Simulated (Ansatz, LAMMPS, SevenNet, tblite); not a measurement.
# Zinc-blende HgSe, bulk modulus

Reference value: 50 GPa (measured, temperature not stated, no zero-point or thermal correction, our sources range from 48.5 to 51.6; as tabulated in Toher et al. (2017), arXiv:1611.05714).

```json
[
 {"level (code)": "Stillinger–Weber CdTeZnSeHgS0.sw (LAMMPS)", "value (GPa)": "51.6", "cell (Å³/atom)": "28.15", "difference (%)": "+3.2"},
 {"level (code)": "IPEA1-xTB (tblite)", "value (GPa)": "49.8", "cell (Å³/atom)": "27.72", "difference (%)": "-0.4"},
 {"level (code)": "SevenNet-l3i5", "value (GPa)": "43.2", "cell (Å³/atom)": "30.91", "difference (%)": "-13.6"},
 {"level (code)": "LDA (Ansatz)", "value (GPa)": "57.9", "cell (Å³/atom)": "27.86", "difference (%)": "+15.8"},
 {"level (code)": "PBE (Ansatz)", "value (GPa)": "42.6", "cell (Å³/atom)": "30.66", "difference (%)": "-14.8"},
 {"level (code)": "PBEsol+SOC (Ansatz)", "value (GPa)": "53.1", "cell (Å³/atom)": "28.52", "difference (%)": "+6.2"},
 {"level (code)": "PBEsol-D3(BJ) (Ansatz)", "value (GPa)": "57.1", "cell (Å³/atom)": "27.92", "difference (%)": "+14.2"},
 {"level (code)": "PBE0 (Ansatz)", "value (GPa)": "51.2", "cell (Å³/atom)": "29.41", "difference (%)": "+2.4"},
 {"level (code)": "Hartree–Fock (Ansatz)", "value (GPa)": "49.7", "cell (Å³/atom)": "31.42", "difference (%)": "-0.6"}
]
```

Leaving aside Stillinger–Weber CdTeZnSeHgS0.sw (doubt noted below), IPEA1-xTB (doubt noted below): The reference's temperature isn't stated, so close values are not ranked against it.

The measured value isn't corrected to a static lattice, so vibrations enter the comparison. A static lattice is as a rule stiffer than a warm one, by over a tenth in soft solids.  Density-functional levels without +SOC have no spin–orbit coupling. Stillinger–Weber CdTeZnSeHgS0.sw: the potential file covers more elements than this solid holds. IPEA1-xTB: this parameter set was refitted to ionisation energies, not structures. IPEA1-xTB: the run uses a supercell at the zone centre in place of a k mesh. Hartree–Fock: the cell is over a tenth larger than the published one: the level's own overestimate first of all, though another phase or state, or a fault of the published cell, is possible. Each level is taken at its own relaxed cell. Cutoffs and k meshes differ between the levels. Ansatz's density-functional and Hartree–Fock values are scalar-relativistic unless marked +SOC, with PAW data made under PBE.

Empirical potentials (Stillinger–Weber CdTeZnSeHgS0.sw) are fitted to chosen data: where that held the value shown, agreement is built in, and what lay outside the fit can be far off. Machine-learned potentials (SevenNet-l3i5) are trained on DFT data: a solid inside that data is no test of them.

Differences are worked out from the printed values.

Ansatz is a quantum-chemistry and plane-wave program.
